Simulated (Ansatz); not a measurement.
Ansatz (a first-principles code) input (B3LYP-D3(BJ)/def2-TZVP):

Ansatz 0.2 input:
```yaml
crystal:
  periodic: [false, false, false]
  atoms:
    - {symbol: N, position_ang: [0.00159167, 0.00124015, 1.33862038]}
    - {symbol: C, position_ang: [-0.00164628, -0.00128270, -1.38454824]}
    - {symbol: C, position_ang: [0.00454094, 1.14182373, 0.65581616]}
    - {symbol: C, position_ang: [-0.00297884, -1.14060661, 0.65793964]}
    - {symbol: C, position_ang: [-0.00486242, -1.20833868, -0.74203708]}
    - {symbol: C, position_ang: [0.00309513, 1.20696169, -0.74428417]}
    - {symbol: H, position_ang: [0.00825189, 2.05866771, 1.23698913]}
    - {symbol: H, position_ang: [-0.00530568, -2.05637217, 1.24081758]}
    - {symbol: H, position_ang: [-0.00861285, -2.16324948, -1.25072209]}
    - {symbol: H, position_ang: [0.00563376, 2.16092832, -1.25474511]}
basis:
  gaussian:
    orbitals: def2-TZVP
hamiltonian:
  xc: b3lyp
  dispersion: d3bj
magnetization: {spin_polarized: true, initial_magnetization: 1}
phonons: {temperatures: {t_min: 298.15, t_max: 298.15, t_step: 100}}
```

Output:

```
Functional definition: B3LYP
integrals: 0.12 GiB planned
1231 factors; their error is unknown
mean field: 1.47 GiB planned
mean field evaluation 1: about -6731.6499 eV, gradient 4.2e1 eV
mean field evaluation 2: about -6727.6544 eV, gradient 5.1e1 eV
mean field evaluation 4: about -6739.8792 eV, gradient 5.7e0 eV
mean field evaluation 8: about -6740.0402 eV, gradient 1.6e-1 eV
mean field evaluation 16: about -6740.0288 eV, gradient 7.3e-3 eV
mean field -6740.02875938 eV, -247.6914883515 hartree, gradient 2.4e-5 eV, S^2 0.756380; 0 other end points of the search recorded, 0 dependent functions left out
the calculation of the forces begins
reference -6740.02900812 eV, -247.6914974928 hartree; 21, 20 occupied and 189, 190 virtual orbitals, 1231 factors
these checks for a lower state are left out or cut short: stability, starts, cluster_reference, orbital_swaps, neighbouring_geometries, increment
integrals: 0.12 GiB planned
1231 factors; their error is unknown
mean field: 1.48 GiB planned
mean field -6740.02866503 eV, -247.6914848842 hartree, gradient 3.4e-6 eV, S^2 0.756384; 0 other end points of the search recorded, 0 dependent functions left out
the calculation of the forces begins
reference -6740.02891374 eV, -247.6914940244 hartree; 21, 20 occupied and 189, 190 virtual orbitals, 1231 factors
these checks for a lower state are left out or cut short: stability, starts, cluster_reference, orbital_swaps, neighbouring_geometries, increment
integrals: 0.12 GiB planned
1231 factors; their error is unknown
mean field: 1.48 GiB planned
mean field evaluation 32: about -6740.0281 eV, gradient 4.4e-1 eV
mean field -6740.02861885 eV, -247.6914831872 hartree, gradient 3.6e-6 eV, S^2 0.756376; 0 other end points of the search recorded, 0 dependent functions left out
the calculation of the forces begins
reference -6740.02886763 eV, -247.6914923297 hartree; 21, 20 occupied and 189, 190 virtual orbitals, 1231 factors
these checks for a lower state are left out or cut short: stability, starts, cluster_reference, orbital_swaps, neighbouring_geometries, increment
integrals: 0.12 GiB planned
1231 factors; their error is unknown
mean field: 1.48 GiB planned
mean field -6740.02864248 eV, -247.6914840557 hartree, gradient 3.6e-6 eV, S^2 0.756365; 0 other end points of the search recorded, 0 dependent functions left out
the calculation of the forces begins
reference -6740.02889125 eV, -247.6914931979 hartree; 21, 20 occupied and 189, 190 virtual orbitals, 1231 factors
these checks for a lower state are left out or cut short: stability, starts, cluster_reference, orbital_swaps, neighbouring_geometries, increment
integrals: 0.12 GiB planned
1231 factors; their error is unknown
mean field: 1.47 GiB planned
mean field -6740.02865428 eV, -247.6914844893 hartree, gradient 3.4e-6 eV, S^2 0.756396; 0 other end points of the search recorded, 0 dependent functions left out
the calculation of the forces begins
reference -6740.02890301 eV, -247.6914936298 hartree; 21, 20 occupied and 189, 190 virtual orbitals, 1231 factors
these checks for a lower state are left out or cut short: stability, starts, cluster_reference, orbital_swaps, neighbouring_geometries, increment
integrals: 0.12 GiB planned
1231 factors; their error is unknown
mean field: 1.48 GiB planned
mean field -6740.02852376 eV, -247.6914796929 hartree, gradient 3.5e-6 eV, S^2 0.756394; 0 other end points of the search recorded, 0 dependent functions left out
the calculation of the forces begins
reference -6740.02877244 eV, -247.6914888315 hartree; 21, 20 occupied and 189, 190 virtual orbitals, 1231 factors
these checks for a lower state are left out or cut short: stability, starts, cluster_reference, orbital_swaps, neighbouring_geometries, increment
integrals: 0.12 GiB planned
1231 factors; their error is unknown
mean field: 1.48 GiB planned
mean field evaluation 64: about -6740.0286 eV, gradient 1.8e-6 eV
mean field -6740.02855428 eV, -247.6914808145 hartree, gradient 3.0e-6 eV, S^2 0.756367; 0 other end points of the search recorded, 0 dependent functions left out
the calculation of the forces begins
reference -6740.02880311 eV, -247.6914899587 hartree; 21, 20 occupied and 189, 190 virtual orbitals, 1231 factors
these checks for a lower state are left out or cut short: stability, starts, cluster_reference, orbital_swaps, neighbouring_geometries, increment
integrals: 0.12 GiB planned
1231 factors; their error is unknown
mean field: 1.48 GiB planned
mean field -6740.02863987 eV, -247.6914839598 hartree, gradient 3.5e-6 eV, S^2 0.756376; 0 other end points of the search recorded, 0 dependent functions left out
the calculation of the forces begins
reference -6740.02888862 eV, -247.6914931010 hartree; 21, 20 occupied and 189, 190 virtual orbitals, 1231 factors
these checks for a lower state are left out or cut short: stability, starts, cluster_reference, orbital_swaps, neighbouring_geometries, increment
integrals: 0.12 GiB planned
1231 factors; their error is unknown
mean field: 1.48 GiB planned
mean field -6740.02864020 eV, -247.6914839719 hartree, gradient 3.5e-6 eV, S^2 0.756385; 0 other end points of the search recorded, 0 dependent functions left out
the calculation of the forces begins
reference -6740.02888896 eV, -247.6914931135 hartree; 21, 20 occupied and 189, 190 virtual orbitals, 1231 factors
these checks for a lower state are left out or cut short: stability, starts, cluster_reference, orbital_swaps, neighbouring_geometries, increment
integrals: 0.12 GiB planned
1231 factors; their error is unknown
mean field: 1.48 GiB planned
mean field -6740.02850382 eV, -247.6914789600 hartree, gradient 3.5e-6 eV, S^2 0.756365; 0 other end points of the search recorded, 0 dependent functions left out
the calculation of the forces begins
reference -6740.02875261 eV, -247.6914881030 hartree; 21, 20 occupied and 189, 190 virtual orbitals, 1231 factors
these checks for a lower state are left out or cut short: stability, starts, cluster_reference, orbital_swaps, neighbouring_geometries, increment
integrals: 0.12 GiB planned
1231 factors; their error is unknown
mean field: 1.48 GiB planned
mean field evaluation 96: about -6740.0286 eV, gradient 3.5e-6 eV
mean field -6740.02856469 eV, -247.6914811971 hartree, gradient 3.5e-6 eV, S^2 0.756395; 0 other end points of the search recorded, 0 dependent functions left out
the calculation of the forces begins
reference -6740.02881340 eV, -247.6914903369 hartree; 21, 20 occupied and 189, 190 virtual orbitals, 1231 factors
these checks for a lower state are left out or cut short: stability, starts, cluster_reference, orbital_swaps, neighbouring_geometries, increment
integrals: 0.12 GiB planned
1231 factors; their error is unknown
mean field: 1.48 GiB planned
mean field -6740.02864000 eV, -247.6914839646 hartree, gradient 3.4e-6 eV, S^2 0.756391; 0 other end points of the search recorded, 0 dependent functions left out
the calculation of the forces begins
reference -6740.02888875 eV, -247.6914931058 hartree; 21, 20 occupied and 189, 190 virtual orbitals, 1231 factors
these checks for a lower state are left out or cut short: stability, starts, cluster_reference, orbital_swaps, neighbouring_geometries, increment
integrals: 0.12 GiB planned
1231 factors; their error is unknown
mean field: 1.48 GiB planned
mean field -6740.02866407 eV, -247.6914848489 hartree, gradient 3.5e-6 eV, S^2 0.756369; 0 other end points of the search recorded, 0 dependent functions left out
the calculation of the forces begins
reference -6740.02891282 eV, -247.6914939904 hartree; 21, 20 occupied and 189, 190 virtual orbitals, 1231 factors
these checks for a lower state are left out or cut short: stability, starts, cluster_reference, orbital_swaps, neighbouring_geometries, increment
integrals: 0.12 GiB planned
1231 factors; their error is unknown
mean field: 1.48 GiB planned
mean field -6740.02870575 eV, -247.6914863808 hartree, gradient 3.2e-6 eV, S^2 0.756380; 0 other end points of the search recorded, 0 dependent functions left out
the calculation of the forces begins
reference -6740.02895459 eV, -247.6914955255 hartree; 21, 20 occupied and 189, 190 virtual orbitals, 1231 factors
these checks for a lower state are left out or cut short: stability, starts, cluster_reference, orbital_swaps, neighbouring_geometries, increment
integrals: 0.12 GiB planned
1231 factors; their error is unknown
mean field: 1.48 GiB planned
mean field -6740.02865061 eV, -247.6914843543 hartree, gradient 2.9e-6 eV, S^2 0.756380; 0 other end points of the search recorded, 0 dependent functions left out
the calculation of the forces begins
reference -6740.02889926 eV, -247.6914934923 hartree; 21, 20 occupied and 189, 190 virtual orbitals, 1231 factors
these checks for a lower state are left out or cut short: stability, starts, cluster_reference, orbital_swaps, neighbouring_geometries, increment
integrals: 0.12 GiB planned
1231 factors; their error is unknown
mean field: 1.48 GiB planned
mean field evaluation 128: about -6740.0398 eV, gradient 4.3e-4 eV
mean field -6740.02874757 eV, -247.6914879178 hartree, gradient 3.0e-6 eV, S^2 0.756381; 0 other end points of the search recorded, 0 dependent functions left out
the calculation of the forces begins
reference -6740.02899635 eV, -247.6914970601 hartree; 21, 20 occupied and 189, 190 virtual orbitals, 1231 factors
these checks for a lower state are left out or cut short: stability, starts, cluster_reference, orbital_swaps, neighbouring_geometries, increment
integrals: 0.12 GiB planned
1231 factors; their error is unknown
mean field: 1.48 GiB planned
mean field -6740.02871892 eV, -247.6914868649 hartree, gradient 3.1e-6 eV, S^2 0.756380; 0 other end points of the search recorded, 0 dependent functions left out
the calculation of the forces begins
reference -6740.02896765 eV, -247.6914960053 hartree; 21, 20 occupied and 189, 190 virtual orbitals, 1231 factors
these checks for a lower state are left out or cut short: stability, starts, cluster_reference, orbital_swaps, neighbouring_geometries, increment
integrals: 0.12 GiB planned
1231 factors; their error is unknown
mean field: 1.48 GiB planned
mean field -6740.02864377 eV, -247.6914841030 hartree, gradient 3.2e-6 eV, S^2 0.756378; 0 other end points of the search recorded, 0 dependent functions left out
the calculation of the forces begins
reference -6740.02889246 eV, -247.6914932424 hartree; 21, 20 occupied and 189, 190 virtual orbitals, 1231 factors
these checks for a lower state are left out or cut short: stability, starts, cluster_reference, orbital_swaps, neighbouring_geometries, increment
integrals: 0.12 GiB planned
1231 factors; their error is unknown
mean field: 1.48 GiB planned
mean field -6740.02869773 eV, -247.6914860861 hartree, gradient 2.9e-6 eV, S^2 0.756382; 0 other end points of the search recorded, 0 dependent functions left out
the calculation of the forces begins
reference -6740.02894654 eV, -247.6914952295 hartree; 21, 20 occupied and 189, 190 virtual orbitals, 1231 factors
these checks for a lower state are left out or cut short: stability, starts, cluster_reference, orbital_swaps, neighbouring_geometries, increment
integrals: 0.12 GiB planned
1231 factors; their error is unknown
mean field: 1.48 GiB planned
mean field evaluation 160: about -6740.0287 eV, gradient 4.8e-4 eV
mean field -6740.02872521 eV, -247.6914870961 hartree, gradient 3.1e-6 eV, S^2 0.756380; 0 other end points of the search recorded, 0 dependent functions left out
the calculation of the forces begins
reference -6740.02897395 eV, -247.6914962369 hartree; 21, 20 occupied and 189, 190 virtual orbitals, 1231 factors
these checks for a lower state are left out or cut short: stability, starts, cluster_reference, orbital_swaps, neighbouring_geometries, increment
integrals: 0.12 GiB planned
1231 factors; their error is unknown
mean field: 1.48 GiB planned
mean field -6740.02875043 eV, -247.6914880228 hartree, gradient 3.0e-6 eV, S^2 0.756380; 0 other end points of the search recorded, 0 dependent functions left out
the calculation of the forces begins
reference -6740.02899919 eV, -247.6914971647 hartree; 21, 20 occupied and 189, 190 virtual orbitals, 1231 factors
Total energy: -6740.46315619 eV, -247.7074521400 hartree
Atom 0 at     0.001592     0.001240     1.338620 Å, force     0.000000     0.000000     0.000240 eV/Å
Atom 1 at    -0.001646    -0.001283    -1.384548 Å, force     0.000000     0.000000     0.000184 eV/Å
Atom 2 at     0.004541     1.141824     0.655816 Å, force     0.000001     0.000367    -0.000138 eV/Å
Atom 3 at    -0.002979    -1.140607     0.657940 Å, force    -0.000001    -0.000367    -0.000137 eV/Å
Atom 4 at    -0.004862    -1.208339    -0.742037 Å, force    -0.000001    -0.000193    -0.000447 eV/Å
Atom 5 at     0.003095     1.206962    -0.744284 Å, force     0.000000     0.000192    -0.000447 eV/Å
Atom 6 at     0.008252     2.058668     1.236989 Å, force     0.000001     0.000209     0.000230 eV/Å
Atom 7 at    -0.005306    -2.056372     1.240818 Å, force    -0.000000    -0.000209     0.000230 eV/Å
Atom 8 at    -0.008613    -2.163249    -1.250722 Å, force     0.000002     0.000539     0.000143 eV/Å
Atom 9 at     0.005634     2.160928    -1.254745 Å, force    -0.000002    -0.000538     0.000144 eV/Å
Dipole moment:    -0.000275    -0.000214    -0.231499 e Å
Vibrations: 379.74 446.21 619.63 645.94 716.86 769.98 829.93 964.21 983.52 987.07 1042.80 1076.34 1081.16 1230.61 1268.18 1322.65 1410.53 1476.54 1539.23 1619.35 3146.68 3149.01 3188.81 3190.47 cm⁻¹, zero-point energy 2.051034 eV
```

It need not be the lowest isomer of its formula.
